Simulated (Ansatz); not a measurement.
**H₂O₃: vertical ionisation energy**

How much energy removes an electron from H₂O₃ at fixed geometry? The cation is run at each level and the neutral's energy taken from earlier runs.

Computed with Ansatz 0.2.0, Gaussian basis. Level: unrestricted cation, the program's frozen cores in correlated methods.

Levels to be run: UKS PBE-D4/def2-TZVPP; UKS r2SCAN-D4/def2-TZVPP; UKS PBE0-D4/def2-TZVPP; UKS B3LYP-D4/def2-TZVPP; UKS wB97X-V/def2-TZVPP; UKS wB97M-V/def2-TZVPP; UKS B2PLYP/def2-TZVPP; UHF-CCSD(T)/def2-TZVPP; UHF-MP2/def2-QZVPP; extrapolation to the limit; then −ε(HOMO) from the neutral's earlier runs with LDA (SPW92), PBE-D4, revPBE-D4, BLYP-D4, r2SCAN-D4, B97M-V, PBE0-D4, B3LYP-D4, r2SCANh-D4, r2SCAN0-D4, HSE06-D4, BHLYP-D4, CAM-B3LYP-D4, LC-ωPBE, ωB97X-V, ωB97M-V.

### Step 1. Structure used throughout

The geometry comes from an earlier relaxation with PBE0-D4 in a triple-zeta def2 set; it is a stationary point.

SMILES `OOO`, 5 atoms, charge 0, spin multiplicity 1.

Atoms are counted from 1 here; the program's logs count them from 0.

Bond lengths: O1–O2 1.403 Å, O1–H4 0.968 Å, O2–O3 1.403 Å, O3–H5 0.968 Å. Angles: O2–O1–H4 102.8°, O1–O2–O3 108.0°, O2–O3–H5 102.8°.

### Step 2. Cation, UKS PBE-D4/def2-TZVPP

Input file in.yaml:

```yaml
crystal:
  periodic: [false, false, false]
  atoms:
    - {symbol: O, position_ang: [-0.968344, -0.699873, -0.146133]}
    - {symbol: O, position_ang: [-0.133606, -0.043886, 0.770491]}
    - {symbol: O, position_ang: [1.173086, -0.066702, 0.261233]}
    - {symbol: H, position_ang: [-1.310001, 0.028400, -0.685258]}
    - {symbol: H, position_ang: [1.238855, 0.782060, -0.200333]}
basis:
  gaussian: {orbitals: def2-TZVPP}
total_charge: 1
magnetization: {spin_polarized: true, initial_magnetization: 1}
hamiltonian: {xc: pbe, dispersion: d4}
```

Started as:

```sh
> ansatz run in.yaml --threads 4 --pin off --events-out ev --progress --plain --max-ram 10444MiB
```

What it wrote:

```text
Functional definition: PBE
  name "PBE"
  cite "Perdew, Burke & Ernzerhof, Phys. Rev. Lett. 77, 3865 (1996) doi:10.1103/PhysRevLett.77.3865"
  parent pbe
  parameter kappa = 0.804
  parameter beta = 0.06672455060314922
  exchange = pbe_x(kappa = kappa, mu = beta*pi^2/3)
  correlation = pbe_c(beta = beta)
571 factors; their error is unknown
mean field evaluation 1: about -6144.5184 eV, gradient 5.8e1 eV
mean field evaluation 2: about -6105.4576 eV, gradient 1.2e2 eV
mean field evaluation 4: about -6154.0328 eV, gradient 6.7e0 eV
mean field evaluation 8: about -6154.2118 eV, gradient 2.2e-1 eV
mean field evaluation 16: about -6154.2007 eV, gradient 1.0e-3 eV
mean field evaluation 32: about -6154.0985 eV, gradient 6.1e-1 eV
mean field -6154.20067596 eV, -226.1627033745 hartree, gradient 3.9e-6 eV, S^2 0.751969; 6 other end points of the search recorded, 0 dependent functions left out
reference -6154.20069584 eV, -226.1627041050 hartree; 13, 12 occupied and 108, 109 virtual orbitals, 571 factors
Total energy: -6154.22912124 eV, -226.1637487193 hartree
```

Run time: 1.8 s. Hardware: 4 threads of Arm Neoverse V1, shared host.

The neutral molecule at this level: -6165.4554 eV. Difference: 11.226 eV. ⟨S²⟩ = 0.752.

### Step 3. Cation, UKS r2SCAN-D4/def2-TZVPP

in.yaml: that of step 2 with these lines changed.

```diff
@@ -12,2 +12,2 @@
 magnetization: {spin_polarized: true, initial_magnetization: 1}
-hamiltonian: {xc: pbe, dispersion: d4}
+hamiltonian: {xc: r2scan, dispersion: d4}
```

Same command.

What it wrote:

```text
Functional definition: r2SCAN
  name "r2SCAN"
  cite "Furness, Kaplan, Ning, Perdew & Sun, J. Phys. Chem. Lett. 11, 8208 (2020) doi:10.1021/acs.jpclett.0c02405"
  cite "Furness, Kaplan, Ning, Perdew & Sun, J. Phys. Chem. Lett. 11, 9248 (2020) doi:10.1021/acs.jpclett.0c03077"
  parent r2scan
  parameter k0 = 0.174
  parameter k1 = 0.065
  parameter a1 = 4.9479
  exchange = r2scan_x(k0 = k0, k1 = k1, a1 = a1)
  correlation = r2scan_c
571 factors; their error is unknown
mean field evaluation 1: about -6149.0022 eV, gradient 5.3e1 eV
mean field evaluation 2: about -6119.7758 eV, gradient 1.0e2 eV
mean field evaluation 4: about -6157.0138 eV, gradient 4.3e0 eV
mean field evaluation 8: about -6157.0897 eV, gradient 3.3e-1 eV
mean field evaluation 16: about -6157.0809 eV, gradient 3.0e-4 eV
mean field evaluation 32: about -6156.4873 eV, gradient 1.7e0 eV
mean field -6157.08091965 eV, -226.2685503779 hartree, gradient 6.5e-5 eV, S^2 0.754427; 4 other end points of the search recorded, 0 dependent functions left out
reference -6157.08092551 eV, -226.2685505932 hartree; 13, 12 occupied and 108, 109 virtual orbitals, 571 factors
Total energy: -6157.08767506 eV, -226.2687986345 hartree
```

Wall time 3.2 s (4 threads of Arm Neoverse V1, shared host).

The neutral molecule at this level: -6168.4137 eV. Difference: 11.326 eV. ⟨S²⟩ = 0.754.

### Step 4. Cation, UKS PBE0-D4/def2-TZVPP

in.yaml: that of step 3 with these lines changed.

```diff
@@ -12,2 +12,2 @@
 magnetization: {spin_polarized: true, initial_magnetization: 1}
-hamiltonian: {xc: r2scan, dispersion: d4}
+hamiltonian: {xc: pbe0, dispersion: d4}
```

Launched as before.

What it wrote:

```text
Functional definition: PBE0
  name "PBE0"
  cite "Adamo & Barone, J. Chem. Phys. 110, 6158 (1999) doi:10.1063/1.478522"
  cite "Perdew, Burke & Ernzerhof, Phys. Rev. Lett. 77, 3865 (1996) doi:10.1103/PhysRevLett.77.3865"
  parent pbe
  parameter a = 0.25
  parameter kappa = 0.804
  parameter beta = 0.06672455060314922
  exchange = (1 - a)*pbe_x(kappa = kappa, mu = beta*pi^2/3) + a*exact_x
  correlation = pbe_c(beta = beta)
571 factors; their error is unknown
mean field evaluation 1: about -6146.5276 eV, gradient 4.8e1 eV
mean field evaluation 2: about -6126.0992 eV, gradient 9.0e1 eV
mean field evaluation 4: about -6153.2479 eV, gradient 4.3e0 eV
mean field evaluation 8: about -6153.3195 eV, gradient 1.3e-1 eV
mean field evaluation 16: about -6153.3343 eV, gradient 5.5e-3 eV
mean field evaluation 32: about -6153.2424 eV, gradient 4.9e0 eV
mean field -6153.33429229 eV, -226.1308643618 hartree, gradient 1.8e-5 eV, S^2 0.754430; 4 other end points of the search recorded, 0 dependent functions left out
reference -6153.33430661 eV, -226.1308648881 hartree; 13, 12 occupied and 108, 109 virtual orbitals, 571 factors
Total energy: -6153.35738776 eV, -226.1317131046 hartree
```

It took 1.6 s on 4 threads of Arm Neoverse V1, shared host.

The neutral molecule at this level: -6164.8841 eV. Difference: 11.527 eV. ⟨S²⟩ = 0.754.

### Step 5. Cation, UKS B3LYP-D4/def2-TZVPP

in.yaml: that of step 4 with these lines changed.

```diff
@@ -12,2 +12,2 @@
 magnetization: {spin_polarized: true, initial_magnetization: 1}
-hamiltonian: {xc: pbe0, dispersion: d4}
+hamiltonian: {xc: {name: B3LYP}, dispersion: d4}
```

The command is unchanged.

What it wrote:

```text
Functional definition: B3LYP
  name "B3LYP"
  cite "Stephens, Devlin, Chabalowski & Frisch, J. Phys. Chem. 98, 11623 (1994) doi:10.1021/j100096a001"
  cite "Becke, Phys. Rev. A 38, 3098 (1988) doi:10.1103/PhysRevA.38.3098"
  cite "Lee, Yang & Parr, Phys. Rev. B 37, 785 (1988) doi:10.1103/PhysRevB.37.785"
  cite "Vosko, Wilk & Nusair, Can. J. Phys. 58, 1200 (1980) doi:10.1139/p80-159"
  parameter a0 = 0.2
  parameter ax = 0.72
  parameter ac = 0.81
  exchange = (1 - a0 - ax)*slater_x + ax*b88_x + a0*exact_x
  correlation = (1 - ac)*vwn_rpa_c + ac*lyp_c
571 factors; their error is unknown
mean field evaluation 1: about -6151.8504 eV, gradient 5.2e1 eV
mean field evaluation 2: about -6127.0714 eV, gradient 9.8e1 eV
mean field evaluation 4: about -6159.6821 eV, gradient 4.3e0 eV
mean field evaluation 8: about -6159.7530 eV, gradient 1.5e-1 eV
mean field evaluation 16: about -6159.7629 eV, gradient 5.4e-3 eV
mean field evaluation 32: about -6159.5423 eV, gradient 1.1e0 eV
mean field -6159.76292970 eV, -226.3671124293 hartree, gradient 3.0e-5 eV, S^2 0.753896; 4 other end points of the search recorded, 0 dependent functions left out
reference -6159.76307813 eV, -226.3671178840 hartree; 13, 12 occupied and 108, 109 virtual orbitals, 571 factors
Total energy: -6159.80858717 eV, -226.3687903101 hartree
```

It took 1.9 s on 4 threads of Arm Neoverse V1, shared host.

Less the neutral's -6171.4254 eV (earlier run), this gives 11.617 eV. ⟨S²⟩ = 0.754.

### Step 6. Cation, UKS wB97X-V/def2-TZVPP

in.yaml: that of step 5 with these lines changed.

```diff
@@ -12,2 +12,2 @@
 magnetization: {spin_polarized: true, initial_magnetization: 1}
-hamiltonian: {xc: {name: B3LYP}, dispersion: d4}
+hamiltonian: {xc: {name: wB97X-V}}
```

Same command.

What it wrote:

```text
Functional definition: wB97X-V
  name "wB97X-V"
  cite "Mardirossian & Head-Gordon, Phys. Chem. Chem. Phys. 16, 9904 (2014) doi:10.1039/C3CP54374A"
  cite "Becke, J. Chem. Phys. 107, 8554 (1997) doi:10.1063/1.475007"
  cite "Vydrov & Van Voorhis, J. Chem. Phys. 133, 244103 (2010) doi:10.1063/1.3521275"
  parameter omega = 0.3/bohr
  parameter cx = 0.167
  parameter cx1 = 0.603
  parameter cx2 = 1.194
  parameter css0 = 0.556
  parameter css1 = -0.257
  parameter cos0 = 1.219
  parameter cos1 = -1.850
  parameter b = 6.0
  parameter c = 0.01
  exchange = spin_sum(e_x_unif_sr(omega)*poly(b97_u_x, 1 - cx, cx1, cx2)) + cx*exact_x_sr(omega) + exact_x_lr(omega)
  correlation = spin_sum(e_c_pw_same_spin*poly(b97_u_same, css0, css1))
      + integral(e_c_pw_opposite_spin*poly(b97_u_opposite, cos0, cos1)) + vv10(b, c)
571 factors; their error is unknown
123 factors; integrals over basis functions are off by at most 8.0e-6 eV
mean field evaluation 1: about -6152.1045 eV, gradient 4.3e1 eV
mean field evaluation 2: about -6148.8512 eV, gradient 5.4e1 eV
mean field evaluation 4: about -6157.4927 eV, gradient 1.4e0 eV
mean field evaluation 8: about -6157.5297 eV, gradient 2.7e-1 eV
mean field evaluation 16: about -6157.5305 eV, gradient 1.9e-3 eV
mean field evaluation 32: about -6156.4449 eV, gradient 1.4e1 eV
mean field -6157.53049077 eV, -226.2850718116 hartree, gradient 4.9e-5 eV, S^2 0.754161; 4 other end points of the search recorded, 0 dependent functions left out
reference -6157.53048981 eV, -226.2850717764 hartree; 13, 12 occupied and 108, 109 virtual orbitals, 571 factors
Total energy: -6157.53048981 eV, -226.2850717764 hartree
```

Run time: 8 s. Hardware: 4 threads of Arm Neoverse V1, shared host.

The neutral molecule at this level: -6169.1506 eV. Difference: 11.620 eV. ⟨S²⟩ = 0.754.

### Step 7. Cation, UKS wB97M-V/def2-TZVPP

in.yaml: that of step 6 with these lines changed.

```diff
@@ -12,2 +12,2 @@
 magnetization: {spin_polarized: true, initial_magnetization: 1}
-hamiltonian: {xc: {name: wB97X-V}}
+hamiltonian: {xc: {name: wB97M-V}}
```

Same command.

What it wrote:

```text
Functional definition: wB97M-V
  name "wB97M-V"
  cite "Mardirossian & Head-Gordon, J. Chem. Phys. 144, 214110 (2016) doi:10.1063/1.4952647"
  cite "Becke, J. Chem. Phys. 107, 8554 (1997) doi:10.1063/1.475007"
  cite "Vydrov & Van Voorhis, J. Chem. Phys. 133, 244103 (2010) doi:10.1063/1.3521275"
  # Of w^i u^j: cxij and so on, Table III.
  parameter omega = 0.3/bohr
  parameter cx = 0.15
  parameter cx01 = 1.007
  parameter cx10 = 0.259
  parameter css00 = 0.443
  parameter css04 = -1.437
  parameter css10 = -4.535
  parameter css20 = -3.390
  parameter css43 = 4.278
  parameter cos00 = 1.000
  parameter cos10 = 1.358
  parameter cos20 = 2.924
  parameter cos21 = -8.812
  parameter cos60 = -1.390
  parameter cos61 = 9.142
  parameter b = 6.0
  parameter c = 0.01
  gx(w, u) = 1 - cx + cx01*u + cx10*w
  gss(w, u) = css00 + css04*u^4 + css10*w + css20*w^2 + css43*w^4*u^3
  gos(w, u) = cos00 + cos10*w + (cos20 + cos21*u)*w^2 + (cos60 + cos61*u)*w^6
  exchange = spin_sum(e_x_unif_sr(omega)*gx(b97_w, b97_u_x)) + cx*exact_x_sr(omega) + exact_x_lr(omega)
  correlation = spin_sum(e_c_pw_mod_same_spin*gss(b97_w, b97_u_same))
      + integral(e_c_pw_mod_opposite_spin*gos(b97_w_opposite, b97_u_opposite)) + vv10(b, c)
571 factors; their error is unknown
123 factors; integrals over basis functions are off by at most 8.0e-6 eV
mean field evaluation 1: about -6152.4125 eV, gradient 4.3e1 eV
mean field evaluation 2: about -6148.9588 eV, gradient 5.5e1 eV
mean field evaluation 4: about -6157.8818 eV, gradient 1.5e0 eV
mean field evaluation 8: about -6157.9187 eV, gradient 2.7e-1 eV
mean field evaluation 16: about -6157.9196 eV, gradient 5.1e-3 eV
mean field evaluation 32: about -6157.8387 eV, gradient 4.5e0 eV
mean field -6157.91959703 eV, -226.2993712029 hartree, gradient 4.8e-5 eV, S^2 0.754139; 4 other end points of the search recorded, 0 dependent functions left out
reference -6157.91962078 eV, -226.2993720757 hartree; 13, 12 occupied and 108, 109 virtual orbitals, 571 factors
Total energy: -6157.91962078 eV, -226.2993720757 hartree
```

It took 9 s on 4 threads of Arm Neoverse V1, shared host.

Less the neutral's -6169.5476 eV (earlier run), this gives 11.628 eV. ⟨S²⟩ = 0.754.

### Step 8. Cation, UKS B2PLYP (frozen core)/def2-TZVPP

in.yaml: that of step 7 with these lines changed.

```diff
@@ -12,2 +12,2 @@
 magnetization: {spin_polarized: true, initial_magnetization: 1}
-hamiltonian: {xc: {name: wB97M-V}}
+hamiltonian: {xc: {name: B2PLYP}}
```

The command is unchanged.

What it wrote:

```text
Functional definition: B2PLYP
  name "B2PLYP"
  cite "Grimme, J. Chem. Phys. 124, 034108 (2006) doi:10.1063/1.2148954"
  cite "Becke, Phys. Rev. A 38, 3098 (1988) doi:10.1103/PhysRevA.38.3098"
  cite "Lee, Yang & Parr, Phys. Rev. B 37, 785 (1988) doi:10.1103/PhysRevB.37.785"
  parameter a = 0.53
  parameter c = 0.27
  exchange = (1 - a)*b88_x + a*exact_x
  correlation = (1 - c)*lyp_c + c*(mp2_os + mp2_ss)
779 factors; integrals over basis functions are off by at most 7.3e-4 eV
mean field evaluation 1: about -6143.8261 eV, gradient 4.2e1 eV
mean field evaluation 2: about -6143.9948 eV, gradient 4.2e1 eV
mean field evaluation 4: about -6149.0348 eV, gradient 1.0e1 eV
mean field evaluation 8: about -6149.4556 eV, gradient 8.4e-1 eV
mean field evaluation 16: about -6149.4753 eV, gradient 2.0e-2 eV
mean field evaluation 32: about -6149.4753 eV, gradient 6.4e-6 eV
mean field -6149.47529441 eV, -225.9890488057 hartree, gradient 6.4e-6 eV, S^2 0.759351; 2 other end points of the search recorded, 0 dependent functions left out
3 core orbitals not correlated: weight in the atoms' cores, before any rotation towards them, 1.000 or more for the frozen orbitals, at most 0.000 for the correlated occupied ones
reference -6149.47538633 eV, -225.9890521834 hartree; 10, 9 occupied and 108, 109 virtual orbitals, 779 factors
second order -23.10289150 eV of doubles, -0.00000000 eV of singles
Total energy: -6155.71316703 eV, -226.2182863962 hartree
```

It took 2.1 s on 4 threads of Arm Neoverse V1, shared host.

Less the neutral's -6167.3524 eV (earlier run), this gives 11.639 eV. ⟨S²⟩ = 0.759.

### Step 9. Cation, UHF-CCSD(T)/def2-TZVPP

in.yaml: that of step 8 with these lines changed.

```diff
@@ -12,2 +12,3 @@
 magnetization: {spin_polarized: true, initial_magnetization: 1}
-hamiltonian: {xc: {name: B2PLYP}}
+correlation: {method: ccsd_t}
+scf: {omitted_lower_state_checks: [cluster_reference]}
```

The command is unchanged.

What it wrote:

```text
Functional definition: HF
  name "HF"
  cite "Fock, Z. Phys. 61, 126 (1930) doi:10.1007/BF01340294"
  parent pbe
  exchange = exact_x
  correlation = 0
these checks for a lower state are left out or cut short: cluster_reference
779 factors; integrals over basis functions are off by at most 7.3e-4 eV
mean field evaluation 1: about -6124.8003 eV, gradient 3.4e1 eV
mean field evaluation 2: about -6124.8077 eV, gradient 3.4e1 eV
mean field evaluation 4: about -6128.9668 eV, gradient 5.4e0 eV
mean field evaluation 8: about -6129.4809 eV, gradient 5.3e-1 eV
mean field evaluation 16: about -6129.5075 eV, gradient 8.2e-4 eV
mean field evaluation 32: about -6128.5293 eV, gradient 1.1e1 eV
mean field -6129.50746404 eV, -225.2552445740 hartree, gradient 2.0e-6 eV, S^2 0.803338; 4 other end points of the search recorded, 0 dependent functions left out
3 core orbitals not correlated: weight in the atoms' cores, before any rotation towards them, 1.000 or more for the frozen orbitals, at most 0.000 for the correlated occupied ones
reference -6129.50746404 eV, -225.2552445740 hartree; 10, 9 occupied and 108, 109 virtual orbitals, 779 factors
second order -18.10336010 eV of doubles, -0.00000000 eV of singles
cycle   1  -18.04999015 eV  change    5.3e-2 eV  update   1.2e-1
cycle   2  -18.68438904 eV  change   -6.3e-1 eV  update   4.4e-2
cycle   3  -18.92275458 eV  change   -2.4e-1 eV  update   3.9e-2
cycle   4  -18.95430756 eV  change   -3.2e-2 eV  update   2.0e-2
cycle   5  -18.96720377 eV  change   -1.3e-2 eV  update   1.1e-2
cycle   6  -18.97899488 eV  change   -1.2e-2 eV  update   5.0e-3
cycle   7  -18.97892884 eV  change    6.6e-5 eV  update   3.3e-3
cycle   8  -18.98072465 eV  change   -1.8e-3 eV  update   2.6e-3
cycle   9  -18.98168525 eV  change   -9.6e-4 eV  update   2.0e-3
cycle  10  -18.98074411 eV  change    9.4e-4 eV  update   1.6e-3
cycle  11  -18.98361810 eV  change   -2.9e-3 eV  update   1.2e-3
cycle  12  -18.98389295 eV  change   -2.7e-4 eV  update   7.1e-4
cycle  13  -18.98425046 eV  change   -3.6e-4 eV  update   3.8e-4
cycle  14  -18.98419275 eV  change    5.8e-5 eV  update   1.8e-4
cycle  15  -18.98389558 eV  change    3.0e-4 eV  update   8.7e-5
cycle  16  -18.98396383 eV  change   -6.8e-5 eV  update   3.4e-5
cycle  17  -18.98398004 eV  change   -1.6e-5 eV  update   2.0e-5
perturbative correction -0.83081650 eV, -0.0305319432 hartree
Total energy: -6149.32226057 eV, -225.9834249157 hartree
Checks for a lower state left out: cluster_reference
```

It took 23 s on 4 threads of Arm Neoverse V1, shared host; peak memory 1.3 GiB.

Less the neutral's -6160.9395 eV (earlier run), this gives 11.617 eV. ⟨S²⟩ = 0.803. T1 = 0.042 (report).

### Step 10. Cation, UHF-MP2/def2-QZVPP

in.yaml: that of step 9 with these lines changed.

```diff
@@ -9,6 +9,6 @@
 basis:
-  gaussian: {orbitals: def2-TZVPP}
+  gaussian: {orbitals: "def2-QZVPP.json"}
 total_charge: 1
 magnetization: {spin_polarized: true, initial_magnetization: 1}
-correlation: {method: ccsd_t}
+correlation: {method: mp2}
 scf: {omitted_lower_state_checks: [cluster_reference]}
```

Same command.

What it wrote:

```text
Functional definition: HF
  name "HF"
  cite "Fock, Z. Phys. 61, 126 (1930) doi:10.1007/BF01340294"
  parent pbe
  exchange = exact_x
  correlation = 0
these checks for a lower state are left out or cut short: cluster_reference
1462 factors; integrals over basis functions are off by at most 6.5e-4 eV
mean field evaluation 1: about -6125.0205 eV, gradient 3.4e1 eV
mean field evaluation 2: about -6125.0209 eV, gradient 3.4e1 eV
mean field evaluation 4: about -6129.2492 eV, gradient 5.4e0 eV
mean field evaluation 8: about -6129.7664 eV, gradient 5.3e-1 eV
mean field evaluation 16: about -6129.7936 eV, gradient 9.0e-4 eV
mean field evaluation 32: about -6129.7833 eV, gradient 1.1e0 eV
mean field -6129.79361415 eV, -225.2657603967 hartree, gradient 1.9e-6 eV, S^2 0.803708; 4 other end points of the search recorded, 0 dependent functions left out
3 core orbitals not correlated: weight in the atoms' cores, before any rotation towards them, 1.000 or more for the frozen orbitals, at most 0.000 for the correlated occupied ones
reference -6129.79361415 eV, -225.2657603967 hartree; 10, 9 occupied and 218, 219 virtual orbitals, 1462 factors
second order -19.57606963 eV of doubles, -0.00000000 eV of singles
Total energy: -6149.36968378 eV, -225.9851676864 hartree
Checks for a lower state left out: cluster_reference
```

It took 11 s on 4 threads of Arm Neoverse V1, shared host; peak memory 0.6 GiB.

### Step 11. The basis-set limit

No new run: Hartree-Fock is extrapolated as exp(−7.88√X) and correlation as X^−2.97, with X = 3 and 4; only MP2 was run in the larger set, so CCSD(T) minus MP2 is added from the smaller one.

| level | energy at the limit (eV) |
| --- | --- |
| HF | -6129.8330 |
| MP2 | -6150.5000 |
| CCSD | -6151.3806 |
| CCSD(T) | -6152.2114 |

The neutral's limit, from its own earlier runs, is -6164.0494 eV in the additive form (MP2 limit plus CCSD(T) minus MP2 in triple zeta), in which the cation has -6152.2114 eV.

### Step 12. Ionisation energies side by side

| method | ionisation energy (eV) | from CCSD(T)/CBS (eV) | time |
| --- | --- | --- | --- |
| PBE-D4 | 11.23 | -0.61 | 2.4 s |
| r2SCAN-D4 | 11.33 | -0.51 | 4.4 s |
| PBE0-D4 | 11.53 | -0.31 | 2.1 s |
| B3LYP-D4 | 11.62 | -0.22 | 2.5 s |
| ωB97X-V | 11.62 | -0.22 | 9.4 s |
| ωB97M-V | 11.63 | -0.21 | 11 s |
| B2PLYP | 11.64 | -0.20 | 3.1 s |
| HF/def2-TZVPP | 10.54 | -1.30 |  |
| MP2/def2-TZVPP | 12.29 | +0.45 |  |
| CCSD/def2-TZVPP | 11.65 | -0.19 |  |
| CCSD(T)/def2-TZVPP | 11.62 | -0.22 | 28 s |
| CCSD(T)/CBS | 11.84 | 0 | 97 s |

Among the levels timed on like hardware and quicker than the yardstick, those that no quicker one beats, quickest first: PBE0-D4 (2.1 s, -0.31 eV); B3LYP-D4 (2.5 s, -0.22 eV); B2PLYP (3.1 s, -0.20 eV).

Times add the cation's run and the neutral's; HF, MP2 and CCSD come out of the CCSD(T) runs.

For comparison, −ε(HOMO) of the neutral from earlier runs:

| functional | −ε(HOMO) (eV) | by energy difference (eV) |
| --- | --- | --- |
| LDA (SPW92) | 6.80 |  |
| PBE-D4 | 6.64 | 11.23 |
| revPBE-D4 | 6.58 |  |
| BLYP-D4 | 6.63 |  |
| r2SCAN-D4 | 7.06 | 11.33 |
| B97M-V | 7.26 |  |
| PBE0-D4 | 8.60 | 11.53 |
| B3LYP-D4 | 8.35 | 11.62 |
| r2SCANh-D4 | 7.79 |  |
| r2SCAN0-D4 | 8.89 |  |
| HSE06-D4 | 8.18 |  |
| BHLYP-D4 | 10.53 |  |
| CAM-B3LYP-D4 | 10.20 |  |
| LC-ωPBE | 11.51 |  |
| ωB97X-V | 11.18 | 11.62 |
| ωB97M-V | 11.14 | 11.63 |

### Step 13. Summary of results

| quantity | value |
| --- | --- |
| ionisation energy, CCSD(T)/CBS | 11.84 eV |
| nearest functional by difference | B2PLYP (-0.20 eV) |
| nearest −ε(HOMO) | LC-ωPBE (-0.33 eV) |
| −ε(HOMO) of PBE | 6.64 eV |
| T1 of the cation | 0.042 |

By cation minus neutral, the functionals miss by 0.61 eV at most. −ε(HOMO) of PBE misses by 5.2 eV, since self-interaction lifts the level. Among orbital estimates LC-ωPBE comes nearest. Hartree-Fock falls 1.30 eV short, as the neutral has more correlation energy than the cation. The cation's T1 (from the report) is 0.042, near the customary mark of 0.045 for open shells, so the coupled-cluster value is less safe. The cation may have settled in a state other than its lowest; no search over hole states beyond the program's own was made.

For cost: B2PLYP gets within 0.20 eV in 3.1 s, where CCSD(T)/CBS took 97 s; the quickest level in the cost chart, PBE0-D4, takes 2.1 s and misses by 0.31 eV.
